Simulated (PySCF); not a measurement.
Working out the ionisation energy of Si

Si [Ne] 3s2 3p2 (3P) → Si⁺ [Ne] 3s2 3p1 (2P). Computed with PySCF 2.14 in cc-pVTZ-DK (5s4p2d1f, 34 functions), with the spin-free X2C one-electron Hamiltonian (Gaussian nucleus). Frozen: [Ne]. Energies in hartree (1 hartree = 27.21139 eV):

| part | Si (lower) | Si⁺ (upper) |
| --- | --- | --- |
| UHF | -289.458977 | -289.178594 |
| CCSD correlation | -0.074165 | -0.058357 |
| (T) | -0.002437 | -0.001074 |

Question: What does Hartree-Fock give?

Answer: (-289.178594) − (-289.458977) = 0.280383 hartree = 7.630 eV.

Question: What do CCSD and CCSD(T) give?

Answer: The CCSD correlation energies differ by 0.015808 hartree = 0.430 eV and the triples by 0.001363 hartree = 0.037 eV, so CCSD gives 8.060 eV and CCSD(T) 8.097 eV.

Measured between the centres of the two terms (NIST): 8.157 eV, so CCSD(T) (valence) is off by -0.060 eV.

What remains against the reference includes basis incompleteness, the frozen core and higher excitations.
